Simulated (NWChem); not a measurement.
**Ionisation of DMSO (C2H6OS)**

```xyz
10

C     -0.6613     0.5218    -1.3725
S      0.5039     0.0967     0.0000
C     -0.6613     0.5218     1.3725
O      0.6360    -1.4147     0.0000
H     -0.1374     0.2484    -2.3077
H     -0.8982     1.6041    -1.3677
H     -1.5723    -0.0980    -1.2581
H     -1.5723    -0.0980     1.2581
H     -0.1374     0.2484     2.3077
H     -0.8982     1.6041     1.3677
```
Charge 0, spin multiplicity 1.

Program: NWChem. The geometry was optimised at PBE/def2-SVP, a minimum by its harmonic frequencies.

Basis set: def2-TZVP. −ε marks an orbital energy of the parent.

B3LYP has NWChem's definition, with VWN1-RPA local correlation.

### Question
One of these methods gave a first vertical ionisation energy of 5.51 eV. Which?
(A) −ε(HOMO) of LDA (SVWN5)
(B) −ε(HOMO) of HF
(C) −ε(HOMO) of B3LYP
(D) −ε(HOMO) of PBE

### Answer
A, −ε(HOMO) of LDA (SVWN5). The others give 6.50 (−ε(HOMO) of B3LYP), 5.35 (−ε(HOMO) of PBE), 10.04 (−ε(HOMO) of HF).
